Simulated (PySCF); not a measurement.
**B₂H₆: calculation against measurement**

Isolated B₂H₆, optimised in PySCF with density fitting and no spin–orbit coupling; def2 sets carry scalar-relativistic core potentials from Rb on. It is a singlet of D2h symmetry: B3LYP/def2-TZVP B–H 1.186 Å (×4), B–H 1.312 Å (×4).

Task: The tabulated gas-phase entropy at 298.15 K and 1 bar is 233.17 J/(mol K) (Chase, 1998, NIST Chemistry WebBook). What do rigid-rotor harmonic-oscillator sums give?

Result: B3LYP/def2-TZVP 231.9 J/(mol K).

Task: ΔfH°(298 K) is 41.00 kJ/mol (Chase, 1998, NIST Chemistry WebBook), and for the gaseous atoms B 565.0, H 218.0 kJ/mol (tabulated in the package mendeleev). Compare the atomisation enthalpy with the calculations.

Result: From the tables it is 2 × 565.0 + 6 × 218.0 − (41.0) = 2397 kJ/mol. To a computed De one adds −ZPE (-165.1), the atoms' spin–orbit lowering from NIST levels (-0.2) and the thermal terms (37.9), all taken at B3LYP/def2-TZVP.
| level | De (kJ/mol) | ΔatH°(298 K) | computed − tabulated |
| --- | --- | --- | --- |
| B3LYP/def2-TZVP | 2547 | 2419 | 22 |
